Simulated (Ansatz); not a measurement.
## Solid chlorine

These are B3LYP (VWN-RPA form)-D3(BJ) (PAW; Ansatz, an electronic-structure program) values and carry that method's errors.

Cell: relaxed with r²SCAN-D4: a = 6.372 Å, b = 4.077 Å, c = 8.189 Å, α = β = γ = 90.00°.

| Item | Value |
|---|---|
| lattice energy | 38 kJ/mol |

Note: the PAW data were made under another functional than the one run.

Computed values are for the static lattice.

Computing time: roughly 19 core-seconds.
